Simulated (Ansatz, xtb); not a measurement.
**CH6OSi+: where a starting geometry ends**

The starting geometry of this gas-phase doublet was built from a drawn formula by distance geometry and a force field; its bonds are those of `[OH2+]C[SiH2]`.

```yaml
atoms:
  - { symbol: C, position_ang: [1.5282, 0.0054, -0.8749] }
  - { symbol: O, position_ang: [1.0772, -1.1052, -1.7465] }
  - { symbol: Si, position_ang: [1.6385, -0.3658, 0.9873] }
  - { symbol: H, position_ang: [1.5319, -1.9177, -1.5375] }
  - { symbol: H, position_ang: [1.0535, -0.7973, -2.6654] }
  - { symbol: H, position_ang: [2.5293, 0.2980, -1.2466] }
  - { symbol: H, position_ang: [0.8729, 0.8751, -1.0382] }
  - { symbol: H, position_ang: [0.2715, -0.7572, 1.3554] }
  - { symbol: H, position_ang: [2.4412, -1.6335, 0.9801] }
```

**Question.** Predict what becomes of its bonds when it is optimised with r2SCAN-D4/def2-SVP.

**Answer.** It keeps its bonds, and is `[OH2+]C[SiH2]`.

The energy falls by 0.31 eV over 9 steps:

```tsv
step	E − E(last) (eV)
1	0.313
2	0.088
3	0.031
4	0.007
5	0.001
6	0.000
7	0.000
8	0.000
9	0.000
```

Final geometry (Å):

```xyz
9

C     1.5848    0.0386   -0.8484
O     1.0344   -1.0841   -1.8108
Si    1.5835   -0.4829    0.9822
H     1.5272   -1.9286   -1.7496
H     0.9817   -0.8162   -2.7534
H     2.5790    0.2904   -1.2462
H     0.8770    0.8546   -1.0495
H     0.2040   -0.7033    1.4787
H     2.5727   -1.5668    1.2106
```

From the same start GFN2-xTB ends elsewhere, at `[CH2][SiH2][OH2+]`.

The end wasn't checked by frequencies. Open shells are spin-unrestricted. Run with Ansatz 0.2.0, 32 s on 1 thread of Intel(R) Xeon(R) 6975P-C (Granite Rapids), with other jobs on the host.
